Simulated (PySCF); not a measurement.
Potential energy of MgS along the bond

Set-up: Mg def2-TZVP, S def2-TZVP; no relativity (PySCF 2.14). Energies in eV from Mg + S in their ground configurations at the same level. State: ¹Σ⁺ (singlet), closed shell.

All columns are PBE0. A positive dipole means Mg(−)S(+).

```
R (Å)  E (eV)  μ (D)  Mulliken charge on Mg (basis-dependent)  HOMO (eV)  LUMO (eV)  Mayer bond order  ⟨S²⟩
1.842  -1.104  -7.10                                     0.70      -6.23      -3.29              2.07  0.00
1.928  -1.661  -7.33                                     0.64      -6.09      -3.43              2.08  0.00
2.014  -1.966  -7.53                                     0.60      -5.97      -3.55              2.06  0.00
2.078  -2.073  -7.65                                     0.58      -5.89      -3.64              2.04  0.00
2.142  -2.100  -7.75                                     0.57      -5.83      -3.72              2.01  0.00
2.206  -2.067  -7.83                                     0.56      -5.77      -3.79              1.97  0.00
2.292  -1.953  -7.91                                     0.55      -5.72      -3.88              1.91  0.00
2.399  -1.739  -7.98                                     0.55      -5.66      -3.98              1.83  0.00
2.528  -1.423  -8.01                                     0.54      -5.62      -4.08              1.72  0.00
2.699  -0.975  -7.97                                     0.52      -5.61      -4.19              1.57  0.00
```

A fit through these points gives, at Re = 2.136 Å, μ = -7.74 D and dμ/dR = -1.45 D/Å; the reduced mass is 13.7 u.

**Question.** How strong is the fundamental in the double-harmonic approximation, I = 42.26·(dμ/dR)²/μred km/mol?

**Answer.** I = 42.26·(-1.45)²/13.7 = 6.49 km/mol at PBE0.
